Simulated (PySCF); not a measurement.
C2HCl3.
Structure used (GFN2-xTB), in Å, numbered top down from 1:
```
atom  x, y, z in Å
Cl1    1.8893    0.9865   -0.0188
C2     0.6902   -0.2295   -0.0288
C3    -0.6099    0.0505    0.0135
Cl4   -1.2401    1.6417    0.0830
Cl5   -1.7813   -1.2045    0.0022
H6     1.0550   -1.2428   -0.0726
```

Method: CAM-B3LYP/def2-SVPD in PySCF (dipole) on a GFN2-xTB geometry, gas phase.

Masses are those of the commonest isotopes; rigid-rotor values at the optimised geometry. 

Q: What are A, B and C (cm⁻¹)?

A: Ia = 126.84, Ib = 328.06, Ic = 454.90 u·Å²; 505379 MHz·u·Å²/I gives 3984, 1541 and 1111 MHz, that is A = 0.13290, B = 0.05139, C = 0.03706 cm⁻¹.

Q: Classify the top.

A: An asymmetric top. Ray's parameter κ = (2B − A − C)/(A − C) = -0.701; −1 is the prolate and +1 the oblate limit.

Q: Is it planar, by Δ = Ic − Ia − Ib?

A: Planar: Δ = Ic − Ia − Ib = 0.00 u·Å². For a rigid frame Δ = −2 Σ m c², so it vanishes when all atoms lie in the ab plane; here none is more than 0.01 Å from it.

Q: Which types of transition are allowed, and where do some lines up to J = 2 fall?

A: The dipole components are |μa| = 0.05 D, |μb| = 0.94 D, |μc| = 0.00 D; the mirror of this Cs structure is the ab plane, so μc vanishes by symmetry and there are no c-type lines. Intensities carry the squares of the components, which stand as 0.00 : 1.00 (a : b). Some lines, for components of 0.1 D or more:

```
type  branch         J(Ka,Kc)    MHz  lower level (cm⁻¹)
   b       R  2(0,2) ← 1(1,1)   2807               0.170
   b       Q  1(1,0) ← 1(0,1)   2873               0.088
   b       Q  2(1,1) ← 2(0,2)   3355               0.264
   b       R  1(1,1) ← 0(0,0)   5095               0.000
   b       R  2(1,2) ← 1(0,1)   7317               0.088
   b       Q  2(2,0) ← 2(1,1)   7383               0.376
   b       Q  2(2,1) ← 2(1,2)   8620               0.333
   b       R  2(2,1) ← 1(1,0)  13064               0.184
   b       R  2(2,0) ← 1(1,1)  13545               0.170
```

Q: Estimate the classical rotational partition function at 10 K, 298.15 K and 500 K.

A: Point group Cs, symmetry number σ = 1; q = (√π/σ)·√((kT/h)³/(ABC)), k/h = 20836.6 MHz/K: 2040 at 10 K, 332000 at 298.15 K, 722000 at 500 K.

GFN2-xTB frequencies: not computed here. Constants of a rigid frame at the computed geometry: no zero-point averaging, no centrifugal distortion. Quadrupole hyperfine structure (35Cl) is left out.

The run took 18 s of wall time on one thread, Arm Neoverse N1, shared host. This is the CAM-B3LYP/def2-SVPD job that gave the dipole, with the excitations it also computed.
